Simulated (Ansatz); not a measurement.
# PH2⁺, triplet: reading a ladder of total energies

Geometry: a point of a bend scan, not a stationary point.

```tsv
atom	x (Å)	y (Å)	z (Å)
P	0.0000	0.0000	0.0000
H	0.0000	0.0000	-1.4160
H	0.0000	0.0000	1.4160
```

Basis cc-pVDZ; Ansatz 0.2.0. Correlated methods freeze the noble-gas cores, which leaves 6 electrons in 23 orbitals. Prefix R: restricted or restricted open-shell reference; prefix U: unrestricted.

Full CI is exact within this basis and frozen core; it isn't the basis-set limit. The frozen core follows each run's orbitals, which can shift R against U totals by a few meV.

Runs differ by some tens of microhartree through their thresholds and, for an open shell, their frozen cores, so steps under 0.1 kcal/mol mean nothing.

```csv
level,total energy (hartree)
UHF,-341.495049
UMP2,-341.577343
UCCSD,-341.602384
UCCSD(T),-341.604732
UCCSDT,-341.605400
UCCSDT(Q),-341.605476
full CI,-341.605471
```

Problem. What is the correlation energy at full CI, and what share of it do UMP2 and UCCSD recover?

Solution. E(corr) = -341.605471 − (-341.495049) = -0.110422 hartree = -3.005 eV. UMP2: -0.082294 / -0.110422 = 74.53 %. UCCSD: -0.107335 / -0.110422 = 97.20 %.

Problem. By how many kcal/mol does UCCSD(T) miss full CI (1 hartree = 627.509 kcal/mol), and which steps make up the rest?

Solution. -341.604732 − (-341.605471) = 0.000739 hartree = 0.46 kcal/mol. Steps: UCCSDT − UCCSD(T) = -0.42, UCCSDT(Q) − UCCSDT = -0.05, full CI − UCCSDT(Q) = 0.00 kcal/mol. That is within 1 kcal/mol of the reference in this basis, which itself misses far more of the correlation at the basis-set limit.
